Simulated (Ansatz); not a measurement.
in.yaml

```yaml
crystal:
  periodic: [false, false, false]
  atoms:
    - {symbol: B, position_ang: [0.000000, -0.708969, 1.554071]}
    - {symbol: S, position_ang: [0.000000, 0.438116, 0.098803]}
    - {symbol: N, position_ang: [0.000000, -0.471865, -1.279083]}
    - {symbol: H, position_ang: [0.000000, 0.223946, -2.037274]}
basis:
  gaussian: {orbitals: cc-pVDZ}
magnetization: {spin_polarized: false, initial_magnetization: 3}
correlation: {method: fic_mrcisd_q, electrons: outside_noble_gas, active_space: {window: {electrons: 5, orbitals: 5}}}
```

```sh
$ ansatz run in.yaml --threads 1 --pin off --events-out ev --progress --plain --max-ram 2393MiB
```

The program prints:

```
507 factors; integrals over basis functions are off by at most 1.2e-3 eV
mean field evaluation 1: about -12977.9667 eV, gradient 2.2e1 eV
mean field evaluation 2: about -12978.0467 eV, gradient 2.2e1 eV
mean field evaluation 4: about -12981.1640 eV, gradient 4.9e0 eV
mean field evaluation 8: about -12982.0038 eV, gradient 4.8e-1 eV
mean field evaluation 16: about -12982.0246 eV, gradient 2.8e-6 eV
mean field evaluation 32: about -12979.9821 eV, gradient 8.8e0 eV
mean field evaluation 64: about -12981.4417 eV, gradient 3.1e0 eV
mean field evaluation 96: about -12980.7019 eV, gradient 3.9e0 eV
mean field -12982.02458616 eV, -477.0806040090 hartree, gradient 2.7e-6 eV, S^2 3.750000; 10 other end points of the search recorded, 0 dependent functions left out
reference -12982.02458616 eV, -477.0806040090 hartree; 16, 13 occupied and 35, 38 virtual orbitals, 507 factors
state -12982.55999555 eV, -477.1002799414 hartree
contracted CI cycle   1: correlation 0.00000000 eV, 0.0000000000 hartree, residual 2.50e1 eV
contracted CI cycle   2: correlation -7.66454916 eV, -0.2816669864 hartree, residual 4.53e0 eV
contracted CI cycle   3: correlation -7.96706674 eV, -0.2927843025 hartree, residual 1.37e0 eV
contracted CI cycle   4: correlation -7.99994090 eV, -0.2939924055 hartree, residual 4.75e-1 eV
contracted CI cycle   5: correlation -8.00480115 eV, -0.2941710163 hartree, residual 1.96e-1 eV
contracted CI cycle   6: correlation -8.00553279 eV, -0.2941979038 hartree, residual 6.91e-2 eV
contracted CI cycle   7: correlation -8.00561533 eV, -0.2942009368 hartree, residual 2.35e-2 eV
contracted CI cycle   8: correlation -8.00562455 eV, -0.2942012757 hartree, residual 8.56e-3 eV
contracted CI cycle   9: correlation -8.00562576 eV, -0.2942013203 hartree, residual 3.04e-3 eV
contracted CI cycle  10: correlation -8.00562592 eV, -0.2942013261 hartree, residual 1.04e-3 eV
state -12982.55999555 eV, -477.1002799414 hartree; corrected -12991.61940135 eV, -477.4332069638 hartree
state -12982.53354653 eV, -477.0993079575 hartree
contracted CI cycle   1: correlation 0.00000000 eV, 0.0000000000 hartree, residual 2.51e1 eV
contracted CI cycle   2: correlation -7.67774247 eV, -0.2821518318 hartree, residual 4.71e0 eV
contracted CI cycle   3: correlation -7.99725258 eV, -0.2938936117 hartree, residual 1.44e0 eV
contracted CI cycle   4: correlation -8.03139691 eV, -0.2951483924 hartree, residual 5.12e-1 eV
contracted CI cycle   5: correlation -8.03620114 eV, -0.2953249448 hartree, residual 1.93e-1 eV
contracted CI cycle   6: correlation -8.03691368 eV, -0.2953511300 hartree, residual 7.05e-2 eV
contracted CI cycle   7: correlation -8.03700132 eV, -0.2953543509 hartree, residual 2.40e-2 eV
contracted CI cycle   8: correlation -8.03701155 eV, -0.2953547268 hartree, residual 8.80e-3 eV
contracted CI cycle   9: correlation -8.03701298 eV, -0.2953547792 hartree, residual 3.45e-3 eV
contracted CI cycle  10: correlation -8.03701320 eV, -0.2953547873 hartree, residual 1.42e-3 eV
state -12982.53354653 eV, -477.0993079575 hartree; corrected -12991.61752161 eV, -477.4331378847 hartree
state -12982.55999555 eV, -477.1002799414 hartree; corrected -12991.61940135 eV, -477.4332069638 hartree
2 active orbitals were swapped for others, from the solution at -12982.53351431 eV, -477.0993067738 hartree to that at -12982.55998744 eV, -477.1002796434 hartree; typed "places" are swapped only where nearly empty or full, and so, without "given_window_search", are "orbital_numbers", "shells" and a window whose orbitals a file names under [Active]
Total energy: -12991.61940135 eV, -477.4332069638 hartree
```

Natural occupations: 1.9789 1.0000 1.0000 0.9999 0.0211.

For the same geometry and basis UCCSDT(Q) lies 376.7 meV lower.

Ran on 1 thread of AMD EPYC, shared host: 19 s wall, 0.13 GiB peak host memory.
